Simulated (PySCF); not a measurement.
Removing an electron from `N#C[C@@H](F)CF`

Compound: C₃H₃F₂N.
Atom-mapped SMILES: `[N:1]#[C:2][C@@H:3]([F:4])[CH2:5][F:6]` (hydrogens: H7 on C3; H8, H9 on C5)

Structure used (PBE0-D3(BJ)/def2-SVP), in Å, numbered top down from 1:
```
atom  x, y, z in Å
N1     2.4562   -0.8068   -0.5386
C2     1.5076   -0.3034   -0.1112
C3     0.2950    0.3287    0.4266
F4     0.3928    1.6852    0.3190
C5    -0.9369   -0.1707   -0.3028
F6    -2.0501    0.2465    0.3598
H7     0.2073    0.0660    1.4965
H8    -0.9394    0.2322   -1.3296
H9    -0.9171   -1.2726   -0.3466
```

Level: PBE0/def2-SVPD (PySCF). Frontier orbitals with their largest atomic shares (Löwdin; up to four atoms above 4 %):

```json
{"orbital": "HOMO−3", "ε (eV)": "-10.97", "main atoms": "F6 30 %, N1 27 %, C5 12 %, C2 10 %"}
{"orbital": "HOMO−2", "ε (eV)": "-10.85", "main atoms": "N1 30 %, F6 21 %, C2 12 %, C5 11 %"}
{"orbital": "HOMO−1", "ε (eV)": "-10.56", "main atoms": "N1 42 %, C2 34 %, F6 8 %, C5 4 %"}
{"orbital": "HOMO", "ε (eV)": "-10.05", "main atoms": "?"}
{"orbital": "LUMO", "ε (eV)": "-0.67", "main atoms": "N1 33 %, C2 28 %, C3 14 %, F4 12 %"}
{"orbital": "LUMO+1", "ε (eV)": "-0.10", "main atoms": "N1 34 %, C2 29 %, C3 14 %, H7 8 %"}
{"orbital": "LUMO+2", "ε (eV)": "0.47", "main atoms": "C2 26 %, C5 22 %, H9 13 %, C3 11 %"}
```

Q: What vertical ionisation energy does ΔSCF give, and how far is −ε(HOMO) from it?

A: ΔSCF: 12.31 eV (1188 kJ/mol; threshold wavelength 100.7 nm); ⟨S²⟩ of the doublet left behind is 0.759, against 0.75 for a pure doublet. −ε(HOMO) is 10.05 eV, 2.26 eV below it. In exact Kohn–Sham theory the two would be equal; PBE0 (global hybrid, 25 % exact exchange) falls short of its own ΔSCF value by 18 %.

Q: On which atoms does the HOMO lie?

A: N1 (nitrile nitrogen) 31 %, C2 (nitrile carbon) 21 %, C3 (sp3 C–F carbon) 12 %, C5 (sp3 C–F carbon) 10 %, so no atom holds as much as 40 %. The HOMO−1 lies 0.51 eV lower.

Q: Shift the occupied levels rigidly so that −ε(HOMO) equals the ΔSCF value. What binding energies result?

A: The shift is +2.26 eV: HOMO 12.31, HOMO−1 12.82, HOMO−2 13.11, HOMO−3 13.23 eV. A rigid shift is only a rough guide to the deeper ionisations.

Q: What total energies stand behind the ΔSCF value?

A: E(N) = -369.87252 Eh and E(N − 1) = -369.42002 Eh at the same geometry, 0.45250 Eh apart.

Isolated species at its PBE0-D3(BJ)/def2-SVP geometry (one conformer only).

The run behind these numbers computed excited states and ΔSCF ions as well. Hardware: one thread, Arm Neoverse V1 (shared host). Cost: 83 s of wall time.
